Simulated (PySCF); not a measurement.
The first ionisation energy along group 15

All values are computed (PySCF 2.14, energy differences of UHF-based or UKS calculations, no spin-orbit coupling). Values in eV. The last column holds reference values (NIST; (s) semi-empirical, (t) theoretical, else measured). Unmarked ones compare directly (S terms, centres of terms, or small fine structure); those marked * lie between the lowest fine-structure levels and include a spin-orbit shift.

| element | configurations | UHF | MP2 (valence) | SCS-MP2 (valence) | CCSD (valence) | CCSD(T) (valence) | r2SCAN | reference |
| --- | --- | --- | --- | --- | --- | --- | --- | --- |
| N (cc-pVDZ-DK, spin-free X2C) | [He] 2s2 2p3 → [He] 2s2 2p2 | 13.888 | 14.347 | 14.137 | 14.188 | 14.185 | 14.766 | 14.545 |
| P (cc-pVDZ-DK, spin-free X2C) | [Ne] 3s2 3p3 → [Ne] 3s2 3p2 | 9.922 | 10.305 | 10.165 | 10.231 | 10.233 | 10.635 | 10.526 |
| As (cc-pVDZ-DK, spin-free X2C) | [Ar] 3d10 4s2 4p3 → [Ar] 3d10 4s2 4p2 | 9.425 | 9.753 | 9.636 | 9.704 | 9.707 | 10.097 | 10.008 |

Which of these methods has the smallest mean absolute error against the measured values here?

r2SCAN, with 0.140 eV.

| method | elements | mean error (eV) | mean absolute error (eV) | largest error (eV) |
| --- | --- | --- | --- | --- |
| UHF | 3 | -0.615 | 0.615 | -0.657 |
| MP2 (valence) | 3 | -0.224 | 0.224 | -0.254 |
| SCS-MP2 (valence) | 3 | -0.380 | 0.380 | -0.409 |
| CCSD (valence) | 3 | -0.318 | 0.318 | -0.357 |
| CCSD(T) (valence) | 3 | -0.318 | 0.318 | -0.360 |
| r2SCAN | 3 | 0.140 | 0.140 | 0.221 |

Errors include the incompleteness of the basis and the frozen core.

"Valence" correlates the outer s and p shells and, in groups 3 to 12 and the f block, the outer d or f shell, open or full, or the next shell where the ion has no valence electron left; the wider scheme adds the next inner shell.
